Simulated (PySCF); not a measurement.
Computed with PBE0 in PySCF with N def2-TZVP, H def2-TZVP; no relativity; density-fitted integrals.

```xyz
4
charge 0 multiplicity 1, angstrom
N     0.0000    0.0000   -0.0667
H     0.9403    0.0000    0.3089
H    -0.4701    0.8143    0.3089
H    -0.4702   -0.8143    0.3089
```

NH₃ (singlet), along the line from N1 (at 0) through H2 (at 1.013 Å).

Tabulate the fields along this line at -0.35, -0.30, -0.25, -0.20, -0.15, -0.10, -0.05, 0.05, 0.10, 0.15, 0.20, 0.25, 0.30, 0.35, 0.41, 0.46, 0.51, 0.56, 0.61, 0.66, 0.71, 0.76, 0.81, 0.86, 0.91, 0.96, 1.06, 1.11, 1.16, 1.22, 1.27, 1.32, 1.37, 1.42, 1.47, 1.52, 1.57, 1.62 Å.


```tsv
distance (Å)	electron density (e/Å³)	electron localisation function	electrostatic potential (V)
-0.35	3.36	0.311	81.9
-0.30	4.01	0.14	113
-0.25	5.56	0.0821	158
-0.20	10.7	0.178	229
-0.15	29.8	0.765	355
-0.10	101	0.992	629
-0.05	366	1	1550
0.05	367	1	1550
0.10	101	0.993	629
0.15	30.1	0.782	356
0.20	10.8	0.185	230
0.25	5.67	0.0841	159
0.30	4.22	0.155	114
0.35	3.71	0.384	84.1
0.41	3.39	0.644	63.1
0.46	3.11	0.799	48.4
0.51	2.86	0.879	38.2
0.56	2.65	0.922	31.7
0.61	2.47	0.948	28.1
0.66	2.35	0.965	27.3
0.71	2.29	0.978	29.5
0.76	2.28	0.986	35.4
0.81	2.32	0.992	46.9
0.86	2.41	0.996	68.5
0.91	2.59	0.998	115
0.96	2.85	0.999	256
1.06	2.49	1	256
1.11	1.93	0.999	114
1.16	1.48	0.999	67.6
1.22	1.15	0.998	44.9
1.27	0.883	0.997	31.8
1.32	0.673	0.995	23.5
1.37	0.512	0.993	17.9
1.42	0.391	0.989	13.9
1.47	0.3	0.985	11.1
1.52	0.23	0.978	8.91
1.57	0.177	0.97	7.28
1.62	0.137	0.961	6.03
```

On a grid of 0.05 Å the density has a local minimum along the bond near 0.76 Å from N, at 2.28 e/Å³, where the ELF is 0.99.
